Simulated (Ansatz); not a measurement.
**CH6BF (built from SMILES BF.C): a reaction path by the nudged elastic band**

What path joins these two structures, and how high does it climb? Both ends were relaxed at PBE0-D4 in triple zeta. A second band with other settings follows.

The runs use Ansatz 0.2.0, Gaussian basis; PBE0-D4/def2-SVP.

22 further runs of the same task are left out: 22 set aside as unsound or not needed.

### Step 1. The system as given

The first end: 9 atoms, charge 0, spin multiplicity 1.

Atoms are counted from 1 here; the program's logs count them from 0.

Bond lengths: B1–F2 1.318 Å, B1–H3 1.197 Å, B1–H4 1.197 Å, H5–C6 1.090 Å, C6–H7 1.089 Å, C6–H8 1.091 Å, C6–H9 1.089 Å. Angles: F2–B1–H3 117.9°, F2–B1–H4 117.9°, H3–B1–H4 124.3°, H5–C6–H7 109.3°, H5–C6–H8 110.3°, H5–C6–H9 109.3°, H7–C6–H8 109.1°, H7–C6–H9 109.7°, H8–C6–H9 109.2°.

Geometry (Å):

```mol
CH6BF
  3D, bonds by distance, orders not assigned

  9  7  0  0  0  0  0  0  0  0999 V2000
   -1.0844    0.6825   -1.3181 B   0  0
   -0.1442    0.6650   -2.2415 F   0  0
   -1.2048    1.6762   -0.6611 H   0  0
   -1.7749   -0.2891   -1.2044 H   0  0
    1.2149   -0.3653    0.0754 H   0  0
    0.8412   -0.5464    1.0834 C   0  0
    1.4312    0.0309    1.7942 H   0  0
   -0.2045   -0.2457    1.1595 H   0  0
    0.9254   -1.6081    1.3126 H   0  0
  1  2  8  0
  1  3  8  0
  1  4  8  0
  5  6  8  0
  6  7  8  0
  6  8  8  0
  6  9  8  0
M  END
```

The second end:

```xyz
9
CH6BF
B    -0.8199    0.2954   -0.1887
F     0.7511    0.3108   -1.8863
H    -0.9957    1.4769   -0.2642
H    -1.5506   -0.4310   -0.7980
H     1.4554   -0.0547   -1.4137
C     0.1458   -0.2880    0.8913
H     0.9841    0.3590    1.1631
H    -0.4718   -0.3650    1.8002
H     0.5016   -1.3035    0.6962
```

### Step 2. The band at PBE0-D4/def2-SVP

The input, neb/in.yaml:

```yaml
crystal:
  periodic: [false, false, false]
  atoms:
    - {symbol: B, position_ang: [-1.084367, 0.682457, -1.318141]}
    - {symbol: F, position_ang: [-0.144163, 0.665026, -2.241533]}
    - {symbol: H, position_ang: [-1.204805, 1.676207, -0.661074]}
    - {symbol: H, position_ang: [-1.774941, -0.289102, -1.204384]}
    - {symbol: H, position_ang: [1.214875, -0.365288, 0.075350]}
    - {symbol: C, position_ang: [0.841245, -0.546427, 1.083366]}
    - {symbol: H, position_ang: [1.431247, 0.030923, 1.794248]}
    - {symbol: H, position_ang: [-0.204511, -0.245719, 1.159522]}
    - {symbol: H, position_ang: [0.925420, -1.608078, 1.312646]}
basis:
  gaussian: {orbitals: def2-SVP}
hamiltonian: {xc: pbe0, dispersion: d4}
neb:
  images: 5
  climbing: true
  max_iterations: 40
  initial_path: idpp
  final_atoms:
    - {symbol: B, position_ang: [-0.819911, 0.295395, -0.188692]}
    - {symbol: F, position_ang: [0.751076, 0.310816, -1.886296]}
    - {symbol: H, position_ang: [-0.995686, 1.476910, -0.264177]}
    - {symbol: H, position_ang: [-1.550600, -0.430968, -0.798009]}
    - {symbol: H, position_ang: [1.455404, -0.054692, -1.413703]}
    - {symbol: C, position_ang: [0.145785, -0.288008, 0.891310]}
    - {symbol: H, position_ang: [0.984133, 0.359025, 1.163101]}
    - {symbol: H, position_ang: [-0.471767, -0.365005, 1.800238]}
    - {symbol: H, position_ang: [0.501565, -1.303473, 0.696228]}
```

The run is started by

```bash
$ ansatz run in.yaml --threads 2 --pin off --events-out ev --progress --plain --max-ram 4352MiB
```

### Step 3. The band at PBE0-D4/def2-SVP, other settings

neb/in.yaml: that of step 2 with these lines changed.

```diff
@@ -16,5 +16,5 @@
 neb:
-  images: 5
-  climbing: true
-  max_iterations: 40
+  images: 3
+  climbing: immediate
+  max_iterations: 60
   initial_path: idpp
```

Q: Predict the outcome of this session. Wanted: from earlier runs: barrier over the separately found saddle, CCSD(T)/def2-TZVPP.

As calculated:

| quantity | value |
| --- | --- |
| PBE0-D4/def2-SVP, 13 iterations | highest 44.2 kcal/mol (image 4), last end +33.6 kcal/mol |
| PBE0-D4/def2-SVP, 11 iterations | highest 44.2 kcal/mol (image 2), last end +33.6 kcal/mol |
| from earlier runs: barrier over the separately found saddle, CCSD(T)/def2-TZVPP | 52.7 kcal/mol |

The highest image lies 44.2 kcal/mol above the first end, and it climbed, so it estimates the saddle. The ends are not quite minima at this level (largest force component 0.32 eV/Å), so the heights are unreliable: relaxing the first end would lower it and raise the barrier above it. The highest image is 8.5 kcal/mol below the CCSD(T) barrier in triple zeta, which comes from separate runs on the saddle. The second band's highest image lies at 44.2 kcal/mol, at the same level with other band settings.
